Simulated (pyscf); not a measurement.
## Addition across a multiple bond or ene-type step: P≡P + PH₃ → HP=P–PH₂

Gas phase, singlet surface, charge 0. Bonds broken: P3–H4. Bonds formed: P1–P3, P2–H4. Structures and frequencies: ωB97X-D3(BJ)/def2-SVP in PySCF. Correlated levels are frozen-core, on RHF or UHF. ΔMP2 is the change of the MP2 total energy from the triple- to the quadruple-zeta basis.

Transition state (Å):

```xyz
6

P      0.2823     2.0316    -0.1054
P      0.3027     1.3189    -1.9324
P      0.4428    -0.2326     0.5569
H      0.6516    -0.3805    -1.0102
H     -0.9488    -0.4960     0.5226
H      0.6540    -0.9899     1.7824
```

One imaginary mode, 1330i cm⁻¹; descent along it reached the two sides named.

```tsv
bond	change	reactant side (Å)	saddle	product side
P3–H4	breaks	1.423	1.588	2.9
P1–P3	forms	3.5	2.365	2.201
P2–H4	forms	3.6	1.965	1.433
```

Electronic energies relative to the separated reactants (eV):

```csv
level,barrier,reaction energy,reverse barrier
ωB97X-D3(BJ)/def2-TZVP,1.25,-0.69,1.94
PBE/def2-TZVP,0.91,-0.54,1.45
r²SCAN/def2-TZVP,1.07,-0.53,1.60
B3LYP-D3(BJ)/def2-TZVP,1.24,-0.46,1.70
PBE0-D3(BJ)/def2-TZVP,1.00,-0.66,1.66
M06-2X/def2-TZVP,1.44,-0.37,1.81
ωB97M-D3(BJ)/def2-TZVP,1.49,-0.37,1.86
HF/def2-TZVP,2.36,-0.08,2.44
MP2/def2-QZVPP,1.32,-0.25,1.57
CCSD/def2-TZVPP,1.74,-0.20,1.93
CCSD(T)/def2-TZVPP,1.54,-0.21,1.75
CCSD(T)/def2-TZVPP + ΔMP2(QZVPP),1.47,-0.27,1.74
```

With CCSD(T)/def2-TZVPP + ΔMP2(QZVPP) energies and thermal terms (ideal gas, 1 atm, RRHO with modes under 100 cm⁻¹ raised to 100, one conformer, R ln 2 for rigid chiral ones), in eV:

| T (K) | ΔH‡ | ΔG‡ | ΔH | ΔG |
|---|---|---|---|---|
| 298 | 1.41 | 1.79 | -0.23 | +0.14 |
| 600 | 1.43 | 2.17 | -0.20 | +0.51 |
| 900 | 1.45 | 2.54 | -0.16 | +0.85 |
| 1200 | 1.47 | 2.90 | -0.12 | +1.18 |

One saddle was located; it need not be the lowest between these sides. The CCSD(T) − MP2 part came from Ansatz, without density fitting, on the same reference.
